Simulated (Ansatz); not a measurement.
Lithium, bcc: convergence with the k-point mesh

Computed with Ansatz, PBE, scalar-relativistic PAW, on the relaxed cell (a = 3.431 Å; spin not included). Errors count from a run at 420 eV on a Γ-centred 21×21×21 mesh with Fermi-Dirac smearing of 0.1 eV, extrapolated to zero width. Fixed here: cutoff 420 eV, Fermi-Dirac width 0.1 eV. The SCF starts from atomic densities corrected by a trained network.

```json
{"k-mesh": "2×2×2", "E(σ→0) error (meV/atom)": "630.4", "P (GPa)": "-0.03", "SCF iterations": "6"}
{"k-mesh": "3×3×3", "E(σ→0) error (meV/atom)": "-170.4", "P (GPa)": "-0.60", "SCF iterations": "6"}
{"k-mesh": "5×5×5", "E(σ→0) error (meV/atom)": "-4.6", "P (GPa)": "0.02", "SCF iterations": "6"}
{"k-mesh": "6×6×6", "E(σ→0) error (meV/atom)": "30.4", "P (GPa)": "0.19", "SCF iterations": "6"}
{"k-mesh": "8×8×8", "E(σ→0) error (meV/atom)": "9.4", "P (GPa)": "0.09", "SCF iterations": "6"}
{"k-mesh": "10×10×10", "E(σ→0) error (meV/atom)": "6.4", "P (GPa)": "0.09", "SCF iterations": "6"}
{"k-mesh": "19×19×19", "E(σ→0) error (meV/atom)": "0.2", "P (GPa)": "0.06", "SCF iterations": "6"}
```

Task: What does the run at 14×14×14 give (k-mesh)?

Result: E(σ→0) error (meV/atom): 0.5; P (GPa): 0.07; SCF iterations: 6.

Within 5 meV/atom of the last row: from 14×14×14 on.
